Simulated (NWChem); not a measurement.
**Correlation energy of chloroform (CHCl₃)**

SMILES: ClC(Cl)Cl
```xyz
5

Cl     0.8517    -0.0663     1.4726
C     -0.0092     0.4528     0.0000
Cl     0.8517    -0.0663    -1.4726
Cl    -1.6984    -0.1182     0.0000
H     -0.0315     1.5461     0.0000
```
Charge 0, spin multiplicity 1.

The numbers come from NWChem runs, not from measurements. Structure: optimised with B3LYP/def2-SVP, a minimum by its harmonic frequencies.

Basis set: def2-SVP. Each correlation energy counts from its own Hartree-Fock reference.

| method | correlation energy (mHa) | difference from CCSD(T) |
|---|---|---|
| MP2 | -544.7 | +55.3 |
| SCS-MP2 | -528.6 | +71.4 |
| CR-CCSD[T] | -596.4 | +3.6 |
| CR-CCSD(T) | -595.9 | +4.1 |
| CCSD | -584.4 | +15.6 |
| CCSD+T(CCSD) | -600.6 | -0.6 |
| CCSD(T) | -600.0 | 0.0 |

The values span 72.1 mHa, from CCSD+T(CCSD) (lowest) to SCS-MP2 (highest). 

The correlated methods keep 16 core orbitals frozen. Differences from the coupled-cluster row are differences between methods, not errors against experiment.
